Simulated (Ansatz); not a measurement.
For bcc Ta, PBE-D4 (PAW; Ansatz, an electronic-structure program) gives:

| Item | Value |
|---|---|
| lattice constant a | 3.304 Å |
| bulk modulus | 200 GPa |

### Question
What does Hartree–Fock in Ansatz (plane waves, PAW) give for the same quantities?

### Answer

- lattice constant a: 3.395 Å (goes up by 2.8 %)
- bulk modulus: 227 GPa (rises by 14 %)

For comparison: lattice constant a 3.299 Å (measured, static lattice: zero-point anharmonic expansion removed; as tabulated in Mejia-Rodriguez and Trickey (2018), arXiv:1807.09216); bulk modulus 198 GPa (measured, corrected for temperature and zero-point phonon effects, our sources range from 194 to 203; as tabulated in Levämäki et al. (2014), arXiv:1402.3671).

Changes are worked out from the printed values.

Unless a cell is named, each level is at its own relaxed cell (PBE-D4 18.03, Hartree–Fock 19.56 Å³/atom).

Levels without +SOC leave out spin–orbit coupling, which shifts energies and cells of such heavy elements.

Ansatz's density-functional and Hartree–Fock values are scalar-relativistic unless marked +SOC, with PAW data made under PBE.
